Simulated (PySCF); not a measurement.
nitrogen trifluoride cation (F₃N), SMILES FN(F)F (connectivity only; charge and spin as stated), charge +1, multiplicity 2. Geometry optimised at PBE-D3(BJ)/def2-TZVP. The spin state was assumed, not searched.

The numbers are results of PBE-D3(BJ)/def2-TZVP in PySCF, not measurements.

Harmonic wavenumbers (cm⁻¹): 502, 502, 656, 942, 1150, 1150. Rotational constants (GHz): 10.92, 10.92, 5.618; symmetry number 3.

Q: Work out the zero-point energy and the ideal-gas rigid-rotor harmonic-oscillator thermochemistry at 298.15 K and 1 atm.

A: ZPE = ½ Σ hcν = ½ × 4902 cm⁻¹ = 29.32 kJ/mol. H − E(el) = 40.98 kJ/mol. Entropy in J/(mol K): translation 161.91, rotation 89.98, vibration 7.91, spin 5.76, total 265.56. G − E(el) = -38.20 kJ/mol. Cp = 51.38 J/(mol K).
